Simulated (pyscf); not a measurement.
Optimised with ωB97X-D3(BJ)/def2-SVP in PySCF.

Question: For the elementary gas-phase step `[OH][AlH2]` + `[H][H]` → `[AlH3]` + `[OH2]` (singlet surface; Al–O, H–H broken, Al–H, H–O formed), what barrier and reaction energy does B3LYP-D3(BJ)/def2-TZVP give, measured from the separated reactants?

Answer: ΔE‡ = 1.04 eV, ΔE = +1.34 eV. ωB97M-D3(BJ)/def2-TZVP gives 1.04 eV and +1.30 eV. Zero-point energy shifts the barrier by +0.13 eV. It is a four-centre exchange, with an imaginary mode of 1309i cm⁻¹. On the product side the descent ends in an adduct with a Al–O contact, 0.98 eV under the separated species and 0.68 eV under the saddle at ωB97X-D3(BJ)/def2-TZVP. At B3LYP-D3(BJ) the saddle lies under the separated products, which points to a path from their complex (located at ωB97X-D3(BJ) alone), and parting the products costs more than the saddle. What is counted as broken (Al–O) persists as a longer contact in the product adduct; parting that adduct is a step of its own. At the saddle there is also a short Al–H contact that neither side keeps. This is the saddle that the search found; another between the same sides may lie lower.
